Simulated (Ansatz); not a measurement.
# NHS2 (singlet): wave-function methods side by side at distance N1–S2 = 2.566 Å, cc-pVDZ

An exercise on one series of results from a longer session: the logs are not shown, and one member is left open.

Computed with Ansatz 0.2.0, Gaussian basis. Level: cc-pVDZ, core rule «outside noble gas», up to 11 orbitals frozen.

Plan: UHF; CCSD(T) on RHF; BCCD(T) on RHF; CISD; CCSDT(Q) on RHF; CASSCF and MRCISD+Q, 2 electrons in 2 orbitals; CASSCF and NEVPT2, 2 electrons in 2 orbitals; CASSCF and NEVPT2, 14 electrons in 11 orbitals.

33 further runs of the same task are left out: 10 for a known fault of the program, 1 for a mislabelled method, 19 that didn't finish, 3 set aside as unsound or not needed.

**The system**

The geometry derives from a PBE0/def2-TZVP stationary point (not a proven minimum). One bond is set to the value named and the two fragments are kept rigid.

4 atoms, charge 0, spin multiplicity 1.

Atoms are counted from 1 here; the program's logs count them from 0.

Bond lengths: N1–S3 1.617 Å, N1–H4 1.020 Å. Angles: S3–N1–H4 113.9°.

Set-up of the first run:

File in.yaml:

```yaml
crystal:
  periodic: [false, false, false]
  atoms:
    - {symbol: N, position_ang: [0.000000, -0.673430, 0.351424]}
    - {symbol: S, position_ang: [0.000000, 0.365804, -1.994711]}
    - {symbol: S, position_ang: [0.000000, -0.018418, 1.830155]}
    - {symbol: H, position_ang: [0.000000, -1.692956, 0.351424]}
basis:
  gaussian: {orbitals: cc-pVDZ}
magnetization: {spin_polarized: true, initial_magnetization: 0}
hamiltonian: {xc: hf}
output: {orbitals: {seedname: orbitals}}
```

Launch:

```console
ansatz run in.yaml --threads 1 --pin off --events-out ev --progress --plain --max-ram 2393MiB
```

Among the steps run: UHF; CCSD(T) on RHF; BCCD(T) on RHF; CISD; CCSDT(Q) on RHF; CASSCF and MRCISD+Q, 2 electrons in 2 orbitals; CASSCF and NEVPT2, 2 electrons in 2 orbitals; CASSCF and NEVPT2, 14 electrons in 11 orbitals.

One of the session's tables, all rows but one given; the rest of the session is left out.

| method | from RCCSDT(Q) (meV) |
| --- | --- |
| RHF | +12978.5 |
| RMP2 | +1690.3 |
| CISD | +2339.3 |
| RCCSD | +571.7 |
| RCCSD(T) | +38.3 |
| BCCD(T) | +31.8 |
| RCCSDT | +190.7 |
| RCCSDT(Q) | 0 |
| CASSCF pair | +11726.5 |
| NEVPT2 pair | +1735.4 |
| MRCISD pair | +1892.9 |
| MRCISD+Q pair | +419.8 |
| CASSCF valence | +8905.1 |
| NEVPT2 valence | ? |

**Question.** Estimate the row for NEVPT2 valence.

**Answer.** from RCCSDT(Q) (meV): +1145.0. In the column «from RCCSDT(Q) (meV)» it lies between RCCSD (+571.7) and RMP2 (+1690.3).

The program flags RCCSDT(Q) as in doubt (see the logs), so the zero of the table is itself unsure.

To keep in mind: The program flags RCCSDT(Q) as in doubt, so the zero of the table is itself unsure.
